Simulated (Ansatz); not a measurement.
Input for Ansatz (a first-principles code): U-SVWN5/def2-TZVPPD on OHH2ts, 2S+1 = 2. Files ending in .json are basis or fitting sets from the Basis Set Exchange.

Ansatz 0.2 input:
```yaml
crystal:
  periodic: [false, false, false]
  atoms:
    - {symbol: O, position_ang: [-0.30106400, -0.10804900, -0.00000800]}
    - {symbol: H, position_ang: [-0.42794500, 0.85156900, 0.00001600]}
    - {symbol: H, position_ang: [1.01548600, -0.10036700, 0.00011900]}
    - {symbol: H, position_ang: [1.82096800, 0.11318700, -0.00007300]}
basis:
  gaussian:
    orbitals: def2-TZVPPD.json
hamiltonian:
  xc: {name: SVWN5}
magnetization: {spin_polarized: true, initial_magnetization: 1}
```

The log:

```
WARN ansatz: RAYON_NUM_THREADS=1 ignored (pool sized by the plan → 1); use --threads N
Functional definition: SVWN5
integrals: 0.01 GiB planned
361 factors; their error is unknown
mean field: 0.19 GiB planned
mean field evaluation 1: about -2073.7868 eV, gradient 3.5e1 eV
mean field evaluation 2: about -2039.9569 eV, gradient 9.2e1 eV
mean field evaluation 4: about -2077.8269 eV, gradient 6.9e0 eV
mean field evaluation 8: about -2078.0880 eV, gradient 2.5e-1 eV
mean field evaluation 16: about -2078.0881 eV, gradient 1.6e-5 eV
mean field -2078.08808561 eV, -76.3683285675 hartree, gradient 1.6e-5 eV, S^2 0.753030; 1 other end points of the search recorded, 0 dependent functions left out
reference -2078.08812383 eV, -76.3683299721 hartree; 6, 5 occupied and 85, 86 virtual orbitals, 361 factors
Total energy: -2078.08812383 eV, -76.3683299721 hartree
```

Self-consistency was reached.

Cost: roughly 0.6 core-seconds.
